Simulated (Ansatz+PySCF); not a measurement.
Values are calculated unless marked as measured or tabulated.
A run of Ansatz (development build ahead of 0.2.0) on doublet NH₃(+) at this shape:

```xyz
4

N     0.0000    0.0000    0.0000
H     0.0000   -0.9754   -0.0134
H     0.0000    0.4761    0.8515
H     0.0000    0.4994   -0.8380
```

Its results:

```
Converged                       : yes
Reference energy                : -55.90049 hartree
CCSD correlation energy         : -0.19494 hartree
Triples correction              : -0.00439 hartree
Total energy                    : -56.09981 hartree
Spin squared of the determinant : 0.759
```

**Question.** Which input gives this output? Name the method, the orbitals and the basis set, and write the input.

**Answer.** UHF-CCSD(T) in cc-pVTZ.

```yaml
crystal:
  periodic: [false, false, false]
  atoms:
    - { symbol: "N", position_ang: [0.0, 0.0, 0.0] }
    - { symbol: H, position_ang: [0.0, -0.97544, -0.01343] }
    - { symbol: H, position_ang: [0.0, 0.47609, 0.85147] }
    - { symbol: H, position_ang: [0.0, 0.49935, -0.83804] }
basis:
  gaussian: { orbitals: cc-pVTZ }
total_charge: 1
magnetization:
  spin_polarized: true
  initial_magnetization: 1
hamiltonian:
  xc: hf
correlation:
  method: ccsd_t
  frozen_orbitals: { H: 0, "N": 1 }
```
